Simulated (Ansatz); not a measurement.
C3H5FO2 (`CC1(F)OCO1`). Total charge 0; spin multiplicity 1.

```xyz
11

C     1.044   -0.392    1.029
C     0.005   -0.492   -0.040
F    -0.182   -1.804   -0.352
O    -1.224    0.127    0.225
C    -1.034    0.860   -0.975
O     0.232    0.259   -1.202
H     0.710   -0.942    1.909
H     1.207    0.652    1.291
H     1.976   -0.828    0.668
H    -1.770    0.620   -1.749
H    -0.963    1.939   -0.803
```

Question: Give the diagnostics of a CCSD(T)/def2-TZVPP run (frozen core, Ansatz). (An estimate is asked.)

Answer: The calculation gave: T1 = 0.0117, largest single amplitude 0.016, largest double 0.017, (T) share of the correlation energy 3.7 %, 9 CCSD cycles. The RHF solution is stable towards an unrestricted one. T1 lies under the customary mark of 0.02 for closed shells.
